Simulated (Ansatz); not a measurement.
Relative stability

Two relaxed structures of CH$_{3}$OSi (charge -1), singlet (PBE0-D4/def2-TZVPD; forces vanish, vibrations not checked).

A:

```
6
angstrom
C -0.4903 0.3750 -0.7105
Si 0.3796 -0.4226 0.5532
O 0.6228 -1.9062 0.9361
H -1.0514 -0.1134 -1.5020
H -0.4883 1.4631 -0.7333
H 1.0277 0.6041 1.4567
```

B:

C1  (-0.432, 0.330, -0.624)
Si2  (0.394, -0.259, 0.798)
O3  (0.229, -1.985, 0.730)
H4  (-0.937, -0.276, -1.380)
H5  (-0.469, 1.404, -0.811)
H6  (0.672, -2.347, 1.498)
(Å)

Program: Ansatz 0.2.0. Basis: def2-TZVPPD. Cores are frozen in the correlated methods. B3LYP uses VWN-RPA correlation.

Q: Which structure is lower at CCSD(T), and by how much? (Judge from chemistry; the value comes from the calculation.)

A: Computed: A, by 43.6 kJ/mol (electronic energy, against the other). By their contacts, A is CH₃OSi ([CH2][SiH][O]), total charge -1 and B is CH₃OSi ([CH2][Si][OH]), total charge -1.

All methods give the same order:

| method | E(B) − E(A) (kJ/mol) |
| --- | --- |
| PBE-D4 | 45.0 |
| r2SCAN-D4 | 53.5 |
| PBE0-D4 | 42.8 |
| B3LYP-D4 | 49.4 |
| wB97M-V | 41.7 |
| HF | 43.8 |
| MP2 | 56.6 |
| CCSD | 42.8 |
| CCSD(T) | 43.6 |

The T1 diagnostic stays at or below 0.018.

Labels in which every atom is bracketed show which atoms are joined, not bond orders.

For scale, one of the runs: CCSD(T)/def2-TZVPPD, 176 basis functions, launched by `ansatz run in.yaml --threads 2 --pin off --events-out ev --progress --plain --max-ram 4352MiB`. Hardware: 2 CPU threads of an Arm Neoverse V2, shared host. Wall time 25 s; peak host memory 1.6 GiB.
